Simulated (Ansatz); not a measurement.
## Ansatz (development build ahead of 0.2.0) run

```yaml
crystal:
  periodic: [false, false, false]
  atoms:
    - { symbol: C, position_ang: [-0.00166, 0.03565, -0.60558] }
    - { symbol: O, position_ang: [0.12174, 0.07669, 0.66748] }
    - { symbol: H, position_ang: [-0.04386, -0.99931, -1.07443] }
    - { symbol: H, position_ang: [-0.04179, 0.80833, -1.13094] }
basis:
  gaussian: { orbitals: def2-SVP }
hamiltonian:
  xc: hf
correlation:
  method: mp2
  frozen_orbitals: { C: 1, H: 0, O: 1 }
```

The input is written out in the form of the current development build from the run's settings.

Output:

```yaml
Converged: yes
Reference_energy: -113.73910 hartree
Correlation_energy: -0.32273 hartree
Total_energy: -114.06182 hartree
Spin_squared_of_the_determinant: 0.000
```

Caution: no unrestricted run beside it, a lower state can exist.
